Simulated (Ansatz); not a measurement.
C₄H₈S (`C=C(S)CC`), relaxed with RKS PBE0-D4/def2-TZVP in Ansatz from a PBE-D4/def2-SVP geometry. The force threshold is 0.005 eV/Å; the program also tests the step.

The species carries charge 0 and has multiplicity 1.

Start:

```xyz
13

C     0.550    1.867   -0.627
C    -0.001    0.634   -0.658
S     0.031   -0.286   -2.190
C    -0.547   -0.071    0.562
C     0.258   -1.303    0.994
H     0.932    2.361   -1.532
H     0.635    2.408    0.329
H    -1.073   -1.047   -1.940
H    -0.593    0.667    1.390
H    -1.601   -0.370    0.358
H    -0.203   -1.787    1.878
H     1.298   -1.023    1.258
H     0.314   -2.052    0.179
```

Question: How much energy does the relaxation release, and in how many steps? (An estimate is asked.)

Answer: Computed: 6.21 kJ/mol, in 7 steps.

Question: Which bonds change most? (Best estimate.)

Answer: Ansatz gave: C2–S3 from 1.788 to 1.765 Å; S3–H8 from 1.364 to 1.343 Å; C1–C2 from 1.351 to 1.330 Å; C4–H10 from 1.114 to 1.097 Å.

Question: Give the relaxed structure. (An estimate is asked.)

Answer: Ansatz gave: 
```xyz
13

C     0.548    1.838   -0.614
C     0.003    0.625   -0.655
S     0.011   -0.265   -2.180
C    -0.549   -0.072    0.551
C     0.261   -1.286    0.986
H     0.931    2.329   -1.501
H     0.631    2.367    0.328
H    -1.061   -1.032   -1.924
H    -0.598    0.656    1.366
H    -1.583   -0.376    0.344
H    -0.186   -1.749    1.869
H     1.285   -0.998    1.233
H     0.309   -2.037    0.196
```
